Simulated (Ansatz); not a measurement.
Ideal-gas functions of CH$_{3}$ClMg (`[CH3][Mg][Cl]`) at 800 K and 1 bar, from an Ansatz frequency run at PBE0-D4/def2-TZVP.

Molar mass 74.79 g/mol, point group C3v (symmetry number 3), electronic degeneracy 1, moments of inertia 3.135, 214.094, 214.094 u Å². Harmonic wavenumbers (cm⁻¹, unscaled): 107, 107, 374, 581, 581, 632, 1151, 1441, 1441, 3037, 3122, 3122.

Use S(trans) = R[1.5 ln M + 2.5 ln T − 1.1517]; rotational temperatures θ = 24.2544 K / I; S(rot) = R[ln(√π/σ · √(T³/θAθBθC)) + 1.5]; for each mode x = 1.438777 ν̃/T, S = R[x/(eˣ − 1) − ln(1 − e⁻ˣ)] and H = RT x/(eˣ − 1); 1 cm⁻¹ = 0.0119627 kJ/mol; R = 8.31446 J/(mol·K).

By hand: the entropy, in J/(mol·K).

Translation 183.2. Rotation: θ = 7.7367, 0.1133, 0.1133 K, giving 101.1. Vibration, mode by mode: 22.03, 22.03, 11.77, 8.32, 8.32, 7.68, 3.61, 2.39, 2.39, 0.23, 0.20, 0.20, in all 89.2. Electronic 0.0. Sum 373.5 J/(mol·K).

By hand: H − E and G − E in kJ/mol, counted from the electronic energy.

Zero-point energy ½ × 15696 × 0.0119627 = 93.9; thermal vibration 33.0; translation, rotation and pV give 4 RT = 26.6. H − E = 153.5 kJ/mol, and G − E = 153.5 − 800 × 373.5/1000 = -145.3 kJ/mol.

Vibration gives 24 % of the entropy, 44.1 J/(mol·K) of it from the modes under 150 cm⁻¹: soft modes count most, and the harmonic formula is weakest for them.
